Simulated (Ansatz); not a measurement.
Ansatz (an electronic-structure program) input (MP2/6-31G*):

Ansatz 0.2 input:
```yaml
crystal:
  periodic: [false, false, false]
  atoms:
    - {symbol: C, position_ang: [0.20259228, 0.09912095, 1.44002477]}
    - {symbol: C, position_ang: [-0.00343710, 0.12720683, 0.06465403]}
    - {symbol: H, position_ang: [0.33610835, 1.01027003, 2.01483663]}
    - {symbol: H, position_ang: [0.26267791, -0.84089184, 1.97627442]}
    - {symbol: C, position_ang: [-0.11172426, 1.22219079, -0.78632518]}
    - {symbol: H, position_ang: [-0.00790611, 2.23945213, -0.42186803]}
    - {symbol: H, position_ang: [-0.27739402, 1.08881405, -1.84913382]}
    - {symbol: C, position_ang: [-0.08717194, -1.23676983, -0.61157471]}
    - {symbol: H, position_ang: [-0.49909775, -1.98965260, 0.06786304]}
    - {symbol: H, position_ang: [-0.72089881, -1.19714553, -1.50318625]}
    - {symbol: H, position_ang: [0.90495651, -1.58133872, -0.92545946]}
basis:
  gaussian:
    orbitals: 6-31G*
total_charge: -1
magnetization: {spin_polarized: false}
correlation: {method: mp2, electrons: outside_noble_gas}
relax: {f_tol: 0.003, max_steps: 120}
```

Output:

```
WARN ansatz: RAYON_NUM_THREADS=1 ignored (pool sized by the plan → 1); use --threads N
Functional definition: HF
these checks for a lower state are left out or cut short: cluster_reference
integrals: 0.03 GiB planned
896 factors; integrals over basis functions are off by at most 4.4e-4 eV
mean field: 0.15 GiB planned
mean field evaluation 1: about -4227.3285 eV, gradient 2.6e1 eV
mean field evaluation 2: about -4227.3280 eV, gradient 2.6e1 eV
mean field evaluation 4: about -4229.4551 eV, gradient 3.3e0 eV
mean field evaluation 8: about -4229.4859 eV, gradient 4.0e-2 eV
mean field -4229.48592137 eV, -155.4307407619 hartree, gradient 2.1e-6 eV, S^2 0.000000; 0 other end points of the search recorded, 0 dependent functions left out
4 core orbitals not correlated
reference -4229.48592137 eV, -155.4307407619 hartree; 12, 12 occupied and 58, 58 virtual orbitals, 896 factors
densities: 0.13 GiB planned
second order -14.25986811 eV of doubles, -0.00000000 eV of singles
the calculation of the forces begins
relax step   1: F+E_penalty+E_count = -4243.74578948 eV  Δ(F+E_penalty+E_count) = +0.000e0 eV  max|allowed force component| = 1.401e-1 eV/Å  Δτ_max = 0.0000 Å  (43 SCF iters, accepted)
these checks for a lower state are left out or cut short: starts, cluster_reference, orbital_swaps, neighbouring_geometries, increment
integrals: 0.03 GiB planned
896 factors; integrals over basis functions are off by at most 4.4e-4 eV
mean field: 0.15 GiB planned
mean field evaluation 16: about -4229.4711 eV, gradient 1.4e0 eV
mean field -4229.47758547 eV, -155.4304344230 hartree, gradient 1.8e-6 eV, S^2 0.000000; 0 other end points of the search recorded, 0 dependent functions left out
4 core orbitals not correlated
reference -4229.47758547 eV, -155.4304344230 hartree; 12, 12 occupied and 58, 58 virtual orbitals, 896 factors
densities: 0.13 GiB planned
second order -14.27163823 eV of doubles, -0.00000000 eV of singles
the calculation of the forces begins
relax step   2: F+E_penalty+E_count = -4243.74922370 eV  Δ(F+E_penalty+E_count) = -3.434e-3 eV  max|allowed force component| = 1.819e-1 eV/Å  Δτ_max = 0.0243 Å  (37 SCF iters, accepted)
these checks for a lower state are left out or cut short: starts, cluster_reference, orbital_swaps, neighbouring_geometries, increment
integrals: 0.03 GiB planned
896 factors; integrals over basis functions are off by at most 4.5e-4 eV
mean field: 0.15 GiB planned
mean field evaluation 32: about -4229.4777 eV, gradient 1.8e-6 eV
mean field -4229.47771129 eV, -155.4304390468 hartree, gradient 1.8e-6 eV, S^2 0.000000; 0 other end points of the search recorded, 0 dependent functions left out
4 core orbitals not correlated
reference -4229.47771129 eV, -155.4304390468 hartree; 12, 12 occupied and 58, 58 virtual orbitals, 896 factors
densities: 0.13 GiB planned
second order -14.27296709 eV of doubles, -0.00000000 eV of singles
the calculation of the forces begins
relax step   3: F+E_penalty+E_count = -4243.75067838 eV  Δ(F+E_penalty+E_count) = -1.455e-3 eV  max|allowed force component| = 4.542e-2 eV/Å  Δτ_max = 0.0112 Å  (38 SCF iters, accepted)
these checks for a lower state are left out or cut short: starts, cluster_reference, orbital_swaps, neighbouring_geometries, increment
integrals: 0.03 GiB planned
896 factors; integrals over basis functions are off by at most 4.4e-4 eV
mean field: 0.15 GiB planned
mean field -4229.47865859 eV, -155.4304738594 hartree, gradient 2.1e-6 eV, S^2 0.000000; 0 other end points of the search recorded, 0 dependent functions left out
4 core orbitals not correlated
reference -4229.47865859 eV, -155.4304738594 hartree; 12, 12 occupied and 58, 58 virtual orbitals, 896 factors
densities: 0.13 GiB planned
second order -14.27249920 eV of doubles, -0.00000000 eV of singles
the calculation of the forces begins
relax step   4: F+E_penalty+E_count = -4243.75115779 eV  Δ(F+E_penalty+E_count) = -4.794e-4 eV  max|allowed force component| = 6.505e-2 eV/Å  Δτ_max = 0.0143 Å  (38 SCF iters, accepted)
these checks for a lower state are left out or cut short: starts, cluster_reference, orbital_swaps, neighbouring_geometries, increment
integrals: 0.03 GiB planned
896 factors; integrals over basis functions are off by at most 4.4e-4 eV
mean field: 0.15 GiB planned
mean field -4229.47398100 eV, -155.4303019613 hartree, gradient 1.1e-6 eV, S^2 0.000000; 0 other end points of the search recorded, 0 dependent functions left out
4 core orbitals not correlated
reference -4229.47398100 eV, -155.4303019613 hartree; 12, 12 occupied and 58, 58 virtual orbitals, 896 factors
densities: 0.13 GiB planned
second order -14.27829405 eV of doubles, -0.00000000 eV of singles
the calculation of the forces begins
relax step   5: F+E_penalty+E_count = -4243.75227505 eV  Δ(F+E_penalty+E_count) = -1.117e-3 eV  max|allowed force component| = 9.176e-2 eV/Å  Δτ_max = 0.0284 Å  (39 SCF iters, accepted)
these checks for a lower state are left out or cut short: starts, cluster_reference, orbital_swaps, neighbouring_geometries, increment
integrals: 0.03 GiB planned
896 factors; integrals over basis functions are off by at most 4.3e-4 eV
mean field: 0.15 GiB planned
mean field -4229.47230349 eV, -155.4302403138 hartree, gradient 1.1e-6 eV, S^2 0.000000; 0 other end points of the search recorded, 0 dependent functions left out
4 core orbitals not correlated
reference -4229.47230349 eV, -155.4302403138 hartree; 12, 12 occupied and 58, 58 virtual orbitals, 896 factors
densities: 0.13 GiB planned
second order -14.28058320 eV of doubles, -0.00000000 eV of singles
the calculation of the forces begins
mean field evaluation 64: about -4229.4723 eV, gradient 1.1e-6 eV
relax step   6: F+E_penalty+E_count = -4243.75288668 eV  Δ(F+E_penalty+E_count) = -6.116e-4 eV  max|allowed force component| = 5.833e-2 eV/Å  Δτ_max = 0.0092 Å  (37 SCF iters, accepted)
these checks for a lower state are left out or cut short: starts, cluster_reference, orbital_swaps, neighbouring_geometries, increment
integrals: 0.03 GiB planned
896 factors; integrals over basis functions are off by at most 4.3e-4 eV
mean field: 0.15 GiB planned
mean field -4229.47246346 eV, -155.4302461926 hartree, gradient 1.2e-6 eV, S^2 0.000000; 0 other end points of the search recorded, 0 dependent functions left out
4 core orbitals not correlated
reference -4229.47246346 eV, -155.4302461926 hartree; 12, 12 occupied and 58, 58 virtual orbitals, 896 factors
densities: 0.13 GiB planned
second order -14.28069199 eV of doubles, -0.00000000 eV of singles
the calculation of the forces begins
relax step   7: F+E_penalty+E_count = -4243.75315545 eV  Δ(F+E_penalty+E_count) = -2.688e-4 eV  max|allowed force component| = 5.329e-3 eV/Å  Δτ_max = 0.0052 Å  (40 SCF iters, accepted)
these checks for a lower state are left out or cut short: starts, cluster_reference, orbital_swaps, neighbouring_geometries, increment
integrals: 0.03 GiB planned
896 factors; integrals over basis functions are off by at most 4.3e-4 eV
mean field: 0.15 GiB planned
mean field -4229.47225448 eV, -155.4302385127 hartree, gradient 1.2e-6 eV, S^2 0.000000; 0 other end points of the search recorded, 0 dependent functions left out
4 core orbitals not correlated
reference -4229.47225448 eV, -155.4302385127 hartree; 12, 12 occupied and 58, 58 virtual orbitals, 896 factors
densities: 0.13 GiB planned
second order -14.28089868 eV of doubles, -0.00000000 eV of singles
the calculation of the forces begins
relax step   8: F+E_penalty+E_count = -4243.75315316 eV  Δ(F+E_penalty+E_count) = +2.288e-6 eV  max|allowed force component| = 1.679e-2 eV/Å  Δτ_max = 0.0031 Å  (40 SCF iters, rejected (line search))
these checks for a lower state are left out or cut short: starts, cluster_reference, orbital_swaps, neighbouring_geometries, increment
integrals: 0.03 GiB planned
896 factors; integrals over basis functions are off by at most 4.3e-4 eV
mean field: 0.15 GiB planned
mean field -4229.47238336 eV, -155.4302432492 hartree, gradient 1.2e-6 eV, S^2 0.000000; 0 other end points of the search recorded, 0 dependent functions left out
4 core orbitals not correlated
reference -4229.47238336 eV, -155.4302432492 hartree; 12, 12 occupied and 58, 58 virtual orbitals, 896 factors
densities: 0.13 GiB planned
second order -14.28078307 eV of doubles, -0.00000000 eV of singles
the calculation of the forces begins
relax step   9: F+E_penalty+E_count = -4243.75316643 eV  Δ(F+E_penalty+E_count) = -1.098e-5 eV  max|allowed force component| = 7.730e-3 eV/Å  Δτ_max = 0.0016 Å  (38 SCF iters, accepted)
these checks for a lower state are left out or cut short: starts, cluster_reference, orbital_swaps, neighbouring_geometries, increment
integrals: 0.03 GiB planned
896 factors; integrals over basis functions are off by at most 4.3e-4 eV
mean field: 0.15 GiB planned
mean field evaluation 96: about -4229.4723 eV, gradient 2.1e-6 eV
mean field -4229.47230058 eV, -155.4302402069 hartree, gradient 5.7e-6 eV, S^2 0.000000; 0 other end points of the search recorded, 0 dependent functions left out
4 core orbitals not correlated
reference -4229.47230058 eV, -155.4302402069 hartree; 12, 12 occupied and 58, 58 virtual orbitals, 896 factors
densities: 0.13 GiB planned
second order -14.28086737 eV of doubles, -0.00000000 eV of singles
the calculation of the forces begins
relax step  10: F+E_penalty+E_count = -4243.75316794 eV  Δ(F+E_penalty+E_count) = -1.510e-6 eV  max|allowed force component| = 1.596e-3 eV/Å  Δτ_max = 0.0004 Å  (23 SCF iters, accepted)
these checks for a lower state are left out or cut short: cluster_reference
integrals: 0.03 GiB planned
896 factors; integrals over basis functions are off by at most 4.3e-4 eV
mean field: 0.15 GiB planned
mean field -4229.47230058 eV, -155.4302402069 hartree, gradient 5.7e-6 eV, S^2 0.000000; 1 other end points of the search recorded, 0 dependent functions left out
4 core orbitals not correlated
reference -4229.47230058 eV, -155.4302402069 hartree; 12, 12 occupied and 58, 58 virtual orbitals, 896 factors
densities: 0.13 GiB planned
second order -14.28086737 eV of doubles, -0.00000000 eV of singles
the calculation of the forces begins
Total energy: -4243.75316794 eV, -155.9550524027 hartree
Atom 0 at     0.143121     0.094148     1.455372 Å, force    -0.000282     0.000602    -0.000119 eV/Å
Atom 1 at    -0.032199     0.135489     0.072893 Å, force     0.001596    -0.000158    -0.000313 eV/Å
Atom 2 at     0.355567     0.999435     2.023329 Å, force    -0.000247    -0.000173     0.000073 eV/Å
Atom 3 at     0.325487    -0.850053     1.964051 Å, force     0.000053    -0.000296    -0.000164 eV/Å
Atom 4 at    -0.173290     1.224706    -0.785824 Å, force    -0.000178     0.000237     0.000611 eV/Å
Atom 5 at     0.007847     2.241842    -0.439592 Å, force    -0.000273    -0.000073    -0.000126 eV/Å
Atom 6 at    -0.214868     1.080654    -1.863343 Å, force     0.000053    -0.000300    -0.000150 eV/Å
Atom 7 at    -0.090795    -1.229348    -0.607320 Å, force    -0.000139     0.000224     0.000134 eV/Å
Atom 8 at    -0.502776    -1.988316     0.069356 Å, force    -0.000025    -0.000059    -0.000158 eV/Å
Atom 9 at    -0.724639    -1.195571    -1.502166 Å, force     0.000003    -0.000162     0.000052 eV/Å
Atom 10 at     0.905249    -1.571731    -0.920651 Å, force    -0.000561     0.000157     0.000161 eV/Å
Dipole moment:     0.089527    -0.495593    -0.262640 e Å
Checks for a lower state left out: cluster_reference
```

The dipole moment of an ion depends on the origin.
